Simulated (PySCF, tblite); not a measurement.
# SiH4O: deprotonation

What do calculations give for the deprotonation of SiH4O (`O[SiH3]`)?

Computed with tblite 0.8.0 and PySCF 2.14.0 and routines of our own; the level stands in each step. Atoms count from 0.

### Step 1. The starting structure

6 atoms, charge 0, multiplicity 1; geometry from: start built from the parent or by distance geometry.

### Step 2. Relaxing the molecule with GFN2-xTB

The job: settings as JSON, then the geometry in Å.

```
{"job": {"kind": "relax", "xc": "GFN2-xTB", "basis": "xTB"}, "charge": 0, "multiplicity": 1}
O      1.189200    -0.611800    -0.282200
Si    -0.422700     0.001100    -0.017000
H      1.794200     0.121600     0.038300
H     -0.698100    -0.173800     1.403300
H     -1.402700    -0.746200    -0.804300
H     -0.453700     1.413100    -0.381300
```

On the command line:

```console
$ OMP_NUM_THREADS=1 python redox_run.py task.json out
```

The driver reads the jobs from task.json and runs them one after another.

The program printed:

```text
step      E/eV     max force
  0    -214.20208    2.930
  1    -214.35973    1.676
  2    -214.41003    0.979
  3    -214.42318    0.541
  4    -214.44614    0.302
  5    -214.45419    0.356
  6    -214.46831    0.410
  7    -214.47766    0.311
  8    -214.48310    0.224
  9    -214.48692    0.195
 10    -214.49094    0.243
 11    -214.49491    0.231
 12    -214.49829    0.147
 13    -214.49986    0.095
 14    -214.50040    0.073
 15    -214.50090    0.068
 16    -214.50157    0.079
 17    -214.50213    0.072
 18    -214.50239    0.043
 19    -214.50249    0.033
 20    -214.50257    0.038
 21    -214.50272    0.054
 22    -214.50302    0.082
 23    -214.50348    0.109
 24    -214.50398    0.094
 25    -214.50436    0.035
 26    -214.50445    0.019
 27    -214.50449    0.019
 28    -214.50453    0.017
 29    -214.50459    0.027
 30    -214.50462    0.011
 31    -214.50463    0.004
```

Wall time 0.09 s (1 thread of Intel Xeon Platinum 8259CL at 2.50GHz, shared host).

Along the way:

| step | energy from step 0 (eV) | largest force (eV/Å) |
| --- | --- | --- |
| 0 | 0.0000 | 2.9298 |
| 1 | -0.1577 | 1.6760 |
| 2 | -0.2080 | 0.9793 |
| 3 | -0.2211 | 0.5405 |
| 4 | -0.2441 | 0.3025 |
| 5 | -0.2521 | 0.3555 |
| 6 | -0.2662 | 0.4099 |
| 7 | -0.2756 | 0.3115 |
| 8 | -0.2810 | 0.2240 |
| 9 | -0.2848 | 0.1950 |
| 10 | -0.2889 | 0.2426 |
| 11 | -0.2928 | 0.2312 |
| 12 | -0.2962 | 0.1473 |
| 13 | -0.2978 | 0.0951 |
| 14 | -0.2983 | 0.0728 |
| 15 | -0.2988 | 0.0676 |
| 16 | -0.2995 | 0.0792 |
| 17 | -0.3000 | 0.0718 |
| 18 | -0.3003 | 0.0434 |
| 19 | -0.3004 | 0.0329 |
| 20 | -0.3005 | 0.0383 |
| 21 | -0.3006 | 0.0544 |
| 22 | -0.3009 | 0.0816 |
| 23 | -0.3014 | 0.1092 |
| 24 | -0.3019 | 0.0937 |
| 25 | -0.3023 | 0.0350 |
| 26 | -0.3024 | 0.0194 |
| 27 | -0.3024 | 0.0193 |
| 28 | -0.3024 | 0.0175 |
| 29 | -0.3025 | 0.0267 |
| 30 | -0.3025 | 0.0110 |
| 31 | -0.3025 | 0.0042 |

Distances of close pairs at the start and the end, largest changes first:

| bond | before (Å) | after (Å) | change (Å) |
| --- | --- | --- | --- |
| O0–Si1 | 1.745 | 1.625 | -0.120 |
| O0–H2 | 1.003 | 0.953 | -0.051 |
| Si1–H4 | 1.462 | 1.453 | -0.009 |
| Si1–H3 | 1.457 | 1.464 | +0.007 |
| Si1–H5 | 1.459 | 1.464 | +0.006 |

The final coordinates are the input of the step that follows.

### Step 3. Infrared spectrum with GFN2-xTB

The job: settings as JSON, then the geometry in Å.

```
{"job": {"kind": "ir", "xc": "GFN2-xTB", "basis": "xTB"}, "charge": 0, "multiplicity": 1}
O      1.073821    -0.475132    -0.349095
Si    -0.424020     0.047714     0.002974
H      1.851800    -0.093592     0.046738
H     -0.694750    -0.114958     1.432927
H     -1.235713    -0.823022    -0.830645
H     -0.564894     1.462970    -0.346049
```

The program printed:

```text
mode    cm-1     km/mol
  1     276.2    104.87
  2     589.9     52.32
  3     610.0    102.25
  4     768.8    216.37
  5     789.1    200.26
  6     807.7    209.11
  7     836.0    320.20
  8     897.3    189.38
  9    2234.4    462.01
 10    2263.1    226.81
 11    2351.0    248.60
 12    3681.3     10.78
ZPE 96.328  H(298)-E 109.237  G(298)-E 32.458 kJ/mol  S 257.52 J/(mol K)
```

Wall time 0.11 s (1 thread of Intel Xeon Platinum 8259CL at 2.50GHz, shared host).

Which atoms move in the most intense modes:

| cm⁻¹ | km/mol | atoms |
| --- | --- | --- |
| 769 | 216.4 | H4 61 %, H3 18 %, H5 16 % |
| 789 | 200.3 | H2 36 %, H4 23 %, H5 18 %, H3 17 % |
| 808 | 209.1 | H2 34 %, H5 22 %, H3 21 %, O0 13 % |
| 836 | 320.2 | H3 41 %, H5 41 % |
| 897 | 189.4 | O0 55 %, Si1 37 % |
| 2234 | 462.0 | H5 48 %, H3 48 % |
| 2263 | 226.8 | H3 49 %, H5 48 % |
| 2351 | 248.6 | H4 96 % |

### Step 4. Relaxing the molecule at PBE0-D3(BJ)/ma-def2-SVP

The job, as its differences from that of step 3:

```diff
@@ -1,2 +1,2 @@
-{"job": {"kind": "ir", "xc": "GFN2-xTB", "basis": "xTB"}, "charge": 0, "multiplicity": 1}
+{"job": {"xc": "PBE0", "basis": "ma-def2-SVP", "d3": "d3bj", "grid": 1, "kind": "geom"}, "charge": 0, "multiplicity": 1}
 O      1.073821    -0.475132    -0.349095
```

The program printed:

```text
step   0  E = -366.79058556  max force = 0.027940
step   1  E = -366.79406366  max force = 0.003128
step   2  E = -366.79415521  max force = 0.000263
step   3  E = -366.79415696  max force = 0.000081
optimisation converged
```

Run time: 3.6 s. Hardware: 1 thread of Intel Xeon Platinum 8259CL at 2.50GHz, shared host.

Along the way:

| step | energy from step 0 (eV) | largest force component (eV/Å) |
| --- | --- | --- |
| 0 | 0.0000 | 1.4367 |
| 1 | -0.0946 | 0.1608 |
| 2 | -0.0971 | 0.0135 |
| 3 | -0.0972 | 0.0042 |

Close pairs (by a distance rule), those that changed most:

| bond | before (Å) | after (Å) | change (Å) |
| --- | --- | --- | --- |
| O0–Si1 | 1.625 | 1.675 | +0.050 |
| Si1–H4 | 1.453 | 1.486 | +0.033 |
| Si1–H5 | 1.464 | 1.495 | +0.031 |
| Si1–H3 | 1.464 | 1.495 | +0.031 |
| O0–H2 | 0.953 | 0.960 | +0.008 |

The final coordinates are the input of the step that follows.

| at the end point | value |
| --- | --- |
| point group (found at 0.08 Å tolerance) | Cs |
| rotational constants (GHz, main isotopes) | 76.129, 13.469, 13.215 |
| dipole moment (D) | 1.49 |

### Step 5. Harmonic vibrations (SiH4O): PBE0-D3(BJ)/ma-def2-SVP

The job: settings as JSON, then the geometry in Å.

```
{"job": {"xc": "PBE0", "basis": "ma-def2-SVP", "d3": "d3bj", "grid": 2, "kind": "hessian"}, "charge": 0, "multiplicity": 1}
O      1.143360    -0.498608    -0.354072
Si    -0.407024     0.032996    -0.010082
H      1.884766    -0.068125     0.078653
H     -0.721906    -0.127323     1.442885
H     -1.315228    -0.811092    -0.829883
H     -0.575872     1.474820    -0.369174
```

The program printed:

```text
coarse grid: 5192 points
cycle   1  E = -366.6672963443  dE = -4.399e-02  |g| = 6.314e-01  |ddm| = 2.070e+00
cycle   2  E = -366.5202962081  dE =  1.470e-01  |g| = 1.065e+00  |ddm| = 1.108e+00
cycle   3  E = -366.7431125286  dE = -2.228e-01  |g| = 4.226e-02  |ddm| = 7.352e-01
cycle   4  E = -366.7435377507  dE = -4.252e-04  |g| = 6.778e-03  |ddm| = 4.625e-02
cycle   5  E = -366.7435479231  dE = -1.017e-05  |g| = 7.768e-04  |ddm| = 7.764e-03
cycle   6  E = -366.7435481362  dE = -2.131e-07  |g| = 2.228e-04  |ddm| = 1.534e-03
final grid: 44624 points
cycle   7  E = -366.7941363678  dE = -5.220e-06  |g| = 4.240e-03  |ddm| = 1.368e-02
cycle   8  E = -366.7941311951  dE =  5.173e-06  |g| = 6.745e-03  |ddm| = 6.692e-03
cycle   9  E = -366.7941397193  dE = -8.524e-06  |g| = 7.728e-05  |ddm| = 4.044e-03
cycle  10  E = -366.7941397212  dE = -1.874e-09  |g| = 2.081e-05  |ddm| = 1.542e-04
cycle  11  E = -366.7941397214  dE = -1.585e-10  |g| = 2.070e-06  |ddm| = 3.434e-05
cycle  12  E = -366.7941397214  dE = -2.842e-12  |g| = 3.465e-07  |ddm| = 4.217e-06
converged SCF energy = -366.7941397214

mode    cm-1
  1     199.4
  2     654.2
  3     711.8
  4     815.9
  5     873.4
  6     939.1
  7     955.0
  8     980.0
  9    2224.6
 10    2228.2
 11    2278.5
 12    3950.0
ZPE 100.547  H(298)-E 113.263  G(298)-E 36.244 kJ/mol  S 258.32 J/(mol K)
```

It took 19 s on 1 thread of Intel Xeon Platinum 8259CL at 2.50GHz, shared host; peak memory 0.76 GiB.

Zero-point energy 100.55 kJ/mol (xTB gave 96.33).

### Step 6. Single point (SiH₄O): M06-2X/ma-def2-TZVP

Geometry: PBE0-D3(BJ)/ma-def2-SVP.

The job: settings as JSON, then the geometry in Å.

```
{"job": {"kind": "sp", "xc": "M06-2X", "basis": "ma-def2-TZVP", "grid": 3}, "charge": 0, "multiplicity": 1}
O      1.143360    -0.498608    -0.354072
Si    -0.407024     0.032996    -0.010082
H      1.884766    -0.068125     0.078653
H     -0.721906    -0.127323     1.442885
H     -1.315228    -0.811092    -0.829883
H     -0.575872     1.474820    -0.369174
```

The program printed:

```text
coarse grid: 21480 points
cycle   1  E = -367.0729599716  dE = -7.192e-02  |g| = 6.046e-01  |ddm| = 1.583e+00
cycle   2  E = -367.0344955997  dE =  3.846e-02  |g| = 7.843e-01  |ddm| = 6.243e-01
cycle   3  E = -367.1402433532  dE = -1.057e-01  |g| = 3.712e-02  |ddm| = 3.514e-01
cycle   4  E = -367.1405167341  dE = -2.734e-04  |g| = 8.203e-03  |ddm| = 2.967e-02
cycle   5  E = -367.1405301789  dE = -1.344e-05  |g| = 9.654e-04  |ddm| = 7.107e-03
cycle   6  E = -367.1405304990  dE = -3.201e-07  |g| = 3.124e-04  |ddm| = 1.311e-03
final grid: 72496 points
cycle   7  E = -367.1404062727  dE = -4.566e-06  |g| = 1.615e-03  |ddm| = 6.913e-03
cycle   8  E = -367.1404064348  dE = -1.621e-07  |g| = 1.153e-03  |ddm| = 1.494e-03
cycle   9  E = -367.1404066113  dE = -1.765e-07  |g| = 3.500e-04  |ddm| = 6.157e-04
cycle  10  E = -367.1404066309  dE = -1.967e-08  |g| = 5.337e-05  |ddm| = 1.745e-04
cycle  11  E = -367.1404066318  dE = -8.476e-10  |g| = 7.942e-06  |ddm| = 5.455e-05
converged SCF energy = -367.1404066318
```

Wall time 5.4 s (1 thread of Intel Xeon Platinum 8259CL at 2.50GHz, shared host).

Orbitals, density, ELF and potential are computed afterwards from the orbital file.

Frontier orbitals at M06-2X/ma-def2-TZVP, with the share of their density that lies nearest to each atom:

```
orbital  energy (eV)                                   lies on
   HOMO       -10.18  O0 33 %; H3, H5 about 28 % each; Si1 6 %
   LUMO        -0.16  H2 47 %; H3, H5 about 15 % each; O0 12 %
```

ELF in a plane through or near 4 of the atoms.

Ten even steps from ' ' (0.00) to '@' (1.00):
```
                                                        
                                                        
                                                        
                                                        
                                                        
                            ......                      
                          ..::::::..                    
          ..==++++--..  ....--====--..                  
          ==##%%@@##==--::..  ....::..                  
          --%%@@@@@@####**..####++  ....                
          ::##%%@@%%**%%%%::**++==  ==--::              
            --++##**==++%%==  ..==@@@@@@%%**            
            ::++##%%%%##**::==@@@@@@@@@@@@@@::          
            ..==**####++::  ==@@@@@@@@@@@@@@::          
            ..::==++++--    --@@@@@@@@@@@@@@..          
                ......      ::%%@@@@@@@@%%==            
                              ::++****--..              
                                                        
                                                        
                                                        
```
The map spans 9.0 Å across and 7.7 Å up, centred on the molecule. Atoms in the plane (x, y in Å): O0 (-1.2, -0.5), Si1 (0.4, 0.0), H2 (-1.9, 0.1), H4 (1.2, -1.2).

On the surface of density 0.002 e/bohr³ the electrostatic potential runs, from the 1st to the 99th percentile, from -1.40 V near O0 to 2.59 V near H2.

### Step 7. Relaxing the molecule with GFN2-xTB

This step treats SiH₃O−, `[O-][SiH3]`.

The job: settings as JSON, then the geometry in Å.

```
{"job": {"kind": "relax", "xc": "GFN2-xTB", "basis": "xTB"}, "charge": -1, "multiplicity": 1}
O      1.159600    -0.504700    -0.359400
Si    -0.417800     0.041700    -0.033100
H     -0.704500    -0.134900     1.446100
H     -1.317700    -0.796500    -0.850500
H     -0.579100     1.471000    -0.357800
```

The program printed:

```text
step      E/eV     max force
  0    -205.56150    6.567
  1    -206.18349    0.420
  2    -206.19210    0.456
  3    -206.22731    0.411
  4    -206.23072    0.294
  5    -206.23542    0.106
  6    -206.23567    0.059
  7    -206.23595    0.056
  8    -206.23614    0.055
  9    -206.23627    0.040
 10    -206.23637    0.039
 11    -206.23648    0.046
 12    -206.23655    0.034
 13    -206.23657    0.011
 14    -206.23657    0.004
```

It took 0.04 s on 1 thread of Intel Xeon Platinum 8259CL at 2.50GHz, shared host.

The steps of the relaxation:

| step | energy from step 0 (eV) | largest force (eV/Å) |
| --- | --- | --- |
| 0 | 0.0000 | 6.5668 |
| 1 | -0.6220 | 0.4204 |
| 2 | -0.6306 | 0.4560 |
| 3 | -0.6658 | 0.4106 |
| 4 | -0.6692 | 0.2937 |
| 5 | -0.6739 | 0.1059 |
| 6 | -0.6742 | 0.0585 |
| 7 | -0.6745 | 0.0560 |
| 8 | -0.6746 | 0.0549 |
| 9 | -0.6748 | 0.0397 |
| 10 | -0.6749 | 0.0387 |
| 11 | -0.6750 | 0.0456 |
| 12 | -0.6750 | 0.0336 |
| 13 | -0.6751 | 0.0114 |
| 14 | -0.6751 | 0.0044 |

Close pairs (by a distance rule), those that changed most:

```
  bond  before (Å)  after (Å)  change (Å)
O0–Si1       1.701      1.534      -0.166
Si1–H4       1.475      1.516      +0.042
Si1–H3       1.477      1.516      +0.039
Si1–H2       1.517      1.516      -0.001
```

The next job starts from the end point, and lists it.

### Step 8. Infrared spectrum with GFN2-xTB

The job: settings as JSON, then the geometry in Å.

```
{"job": {"kind": "ir", "xc": "GFN2-xTB", "basis": "xTB"}, "charge": -1, "multiplicity": 1}
O      1.152813    -0.463866    -0.338874
Si    -0.284545    -0.011894    -0.048427
H     -0.745525    -0.138039     1.390278
H     -1.377622    -0.746795    -0.798089
H     -0.604547     1.437091    -0.359584
```

The program printed:

```text
mode    cm-1     km/mol
  1     655.6    268.03
  2     655.7    268.19
  3     881.3    269.74
  4     881.4    269.35
  5     925.0    358.27
  6    1259.3    335.33
  7    1671.6   1011.64
  8    1674.3   1011.09
  9    1827.4    319.76
ZPE 62.394  H(298)-E 73.486  G(298)-E 2.823 kJ/mol  S 237.00 J/(mol K)
```

It took 0.1 s on 1 thread of Intel Xeon Platinum 8259CL at 2.50GHz, shared host.

The strongest bands and the atoms that carry them (share of the mass-weighted mode):

```csv
cm⁻¹,km/mol,atoms
656,268.2,"H2 41 %, H4 31 %, Si1 13 %"
881,269.7,"H2 49 %, H3 37 %, H4 11 %"
881,269.4,"H4 53 %, H3 27 %, H2 16 %"
925,358.3,"H3 31 %, H2 31 %, H4 31 %"
1259,335.3,"O0 62 %, Si1 37 %"
1672,1011.6,"H4 55 %, H2 40 %"
1674,1011.1,"H3 62 %, H2 25 %, H4 10 %"
1827,319.8,"H3 34 %, H2 33 %, H4 32 %"
```

### Step 9. Relaxing the molecule at PBE0-D3(BJ)/ma-def2-SVP

This step treats SiH3O−, `[O-][SiH3]`.

The job: settings as JSON, then the geometry in Å.

```
{"job": {"xc": "PBE0", "basis": "ma-def2-SVP", "d3": "d3bj", "grid": 1, "kind": "geom"}, "charge": -1, "multiplicity": 1}
O      1.152813    -0.463866    -0.338874
Si    -0.284545    -0.011894    -0.048427
H     -0.745525    -0.138039     1.390278
H     -1.377622    -0.746795    -0.798089
H     -0.604547     1.437091    -0.359584
```

The program printed:

```text
step   0  E = -366.20950061  max force = 0.049278
step   1  E = -366.21254552  max force = 0.010876
step   2  E = -366.21267500  max force = 0.000369
step   3  E = -366.21267811  max force = 0.000178
optimisation converged
```

It took 2.8 s on 1 thread of Intel Xeon Platinum 8259CL at 2.50GHz, shared host.

Relaxation path:

```
step  energy from step 0 (eV)  largest force component (eV/Å)
   0                   0.0000                          2.5340
   1                  -0.0829                          0.5593
   2                  -0.0864                          0.0190
   3                  -0.0865                          0.0092
```

Distances of close pairs at the start and the end, largest changes first:

| bond | before (Å) | after (Å) | change (Å) |
| --- | --- | --- | --- |
| O0–Si1 | 1.534 | 1.587 | +0.053 |
| Si1–H3 | 1.516 | 1.538 | +0.023 |
| Si1–H2 | 1.516 | 1.539 | +0.023 |
| Si1–H4 | 1.516 | 1.539 | +0.022 |

The final coordinates are the input of the step that follows.

```csv
at the end point,value
point group (found at 0.08 Å tolerance),C3v
"rotational constants (GHz, main isotopes)","89.076, 15.269, 15.269"
```

### Step 10. Harmonic vibrations (SiH₃O−, [O-][SiH3], multiplicity 1): PBE0-D3(BJ)/ma-def2-SVP

The job: settings as JSON, then the geometry in Å.

```
{"job": {"xc": "PBE0", "basis": "ma-def2-SVP", "d3": "d3bj", "grid": 2, "kind": "hessian"}, "charge": -1, "multiplicity": 1}
O      1.205087    -0.492880    -0.367625
Si    -0.275555    -0.015862    -0.051808
H     -0.750280    -0.124109     1.407895
H     -1.417077    -0.742715    -0.783597
H     -0.619539     1.451680    -0.360801
```

The program printed:

```text
coarse grid: 4576 points
cycle   1  E = -365.9568354141  dE = -3.816e-02  |g| = 9.441e-01  |ddm| = 1.948e+00
cycle   2  E = -362.4796033305  dE =  3.477e+00  |g| = 3.005e+00  |ddm| = 9.007e+00
cycle   3  E = -366.1424913274  dE = -3.663e+00  |g| = 2.112e-01  |ddm| = 8.854e+00
cycle   4  E = -366.1598783567  dE = -1.739e-02  |g| = 5.527e-02  |ddm| = 4.785e-01
cycle   5  E = -366.1607273481  dE = -8.490e-04  |g| = 1.900e-02  |ddm| = 9.024e-02
cycle   6  E = -366.1608166085  dE = -8.926e-05  |g| = 4.129e-03  |ddm| = 2.859e-02
cycle   7  E = -366.1608210123  dE = -4.404e-06  |g| = 9.074e-04  |ddm| = 4.958e-03
final grid: 39256 points
cycle   8  E = -366.2126542453  dE =  8.321e-06  |g| = 8.857e-03  |ddm| = 1.497e-02
cycle   9  E = -366.2125970341  dE =  5.721e-05  |g| = 1.899e-02  |ddm| = 2.336e-02
cycle  10  E = -366.2126698374  dE = -7.280e-05  |g| = 1.933e-04  |ddm| = 1.648e-02
cycle  11  E = -366.2126698480  dE = -1.054e-08  |g| = 2.718e-05  |ddm| = 3.499e-04
cycle  12  E = -366.2126698482  dE = -2.613e-10  |g| = 1.004e-05  |ddm| = 6.247e-05
cycle  13  E = -366.2126698483  dE = -2.541e-11  |g| = 7.726e-07  |ddm| = 1.535e-05
converged SCF energy = -366.2126698483

mode    cm-1
  1     714.5
  2     714.6
  3     951.2
  4     951.5
  5     983.4
  6    1079.5
  7    1940.4
  8    1941.3
  9    2022.2
ZPE 67.581  H(298)-E 78.471  G(298)-E 7.908 kJ/mol  S 236.67 J/(mol K)
```

It took 14 s on 1 thread of Intel Xeon Platinum 8259CL at 2.50GHz, shared host; peak memory 0.66 GiB.

Zero-point energy 67.58 kJ/mol (xTB gave 62.39).

### Step 11. Single point (SiH₃O−, [O-][SiH3], multiplicity 1): M06-2X/ma-def2-TZVP

Geometry: PBE0-D3(BJ)/ma-def2-SVP.

The job: settings as JSON, then the geometry in Å.

```
{"job": {"kind": "sp", "xc": "M06-2X", "basis": "ma-def2-TZVP", "grid": 3}, "charge": -1, "multiplicity": 1}
O      1.205087    -0.492880    -0.367625
Si    -0.275555    -0.015862    -0.051808
H     -0.750280    -0.124109     1.407895
H     -1.417077    -0.742715    -0.783597
H     -0.619539     1.451680    -0.360801
```

The program printed:

```text
coarse grid: 19008 points
cycle   1  E = -366.3754715183  dE = -1.074e-01  |g| = 9.184e-01  |ddm| = 1.541e+00
cycle   2  E = -365.7104684055  dE =  6.650e-01  |g| = 1.973e+00  |ddm| = 2.053e+00
cycle   3  E = -366.5582256645  dE = -8.478e-01  |g| = 7.110e-02  |ddm| = 1.640e+00
cycle   4  E = -366.5597725183  dE = -1.547e-03  |g| = 1.223e-02  |ddm| = 9.333e-02
cycle   5  E = -366.5598237369  dE = -5.122e-05  |g| = 1.978e-03  |ddm| = 2.093e-02
cycle   6  E = -366.5598257246  dE = -1.988e-06  |g| = 3.801e-04  |ddm| = 4.269e-03
final grid: 62688 points
cycle   7  E = -366.5597999677  dE = -4.623e-06  |g| = 1.381e-03  |ddm| = 8.620e-03
cycle   8  E = -366.5597998868  dE =  8.095e-08  |g| = 1.570e-03  |ddm| = 1.451e-03
cycle   9  E = -366.5598002811  dE = -3.943e-07  |g| = 3.791e-04  |ddm| = 9.864e-04
cycle  10  E = -366.5598003081  dE = -2.701e-08  |g| = 4.555e-05  |ddm| = 2.225e-04
cycle  11  E = -366.5598003094  dE = -1.343e-09  |g| = 1.095e-05  |ddm| = 1.013e-04
converged SCF energy = -366.5598003094
```

Wall time 4.3 s (1 thread of Intel Xeon Platinum 8259CL at 2.50GHz, shared host).

(Part 1 of 3 ends here.)
